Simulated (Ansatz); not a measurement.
Two shapes of doublet CHS.

Shape 1:

```xyz
3

H     0.0000    0.0839   -1.1491
C     0.0000   -0.3579   -0.1401
S     0.0000    0.2740    1.2892
```

Shape 2:

```xyz
3

H     0.0000    0.0906   -1.2410
C     0.0000   -0.3865   -0.1513
S     0.0000    0.2959    1.3923
```

Basis set: def2-SVP (spherical functions). Frozen core: 6 orbitals. Correlation on ROHF uses semicanonical orbitals with singles. Charge 0, multiplicity 2.

Computed with Ansatz (development build ahead of 0.2.0); each method stands on the lowest determinant of its kind that the runs found.

**Question.** Which shape is lower in energy, and by how much in each method?

**Answer.**

| method | E(2) − E(1) (eV) |
| --- | --- |
| ROHF | 0.564 |
| UHF | 0.322 |
| ROHF-MP2 | 0.468 |
| UHF-MP2 | 0.719 |
| UHF-CCSD(T) | 0.378 |

Shape 1 is lower. Caution for UHF, UHF-MP2, UHF-CCSD(T): the unrestricted determinant is spin contaminated. Caution for UHF-CCSD(T): another reference gives a lower total.
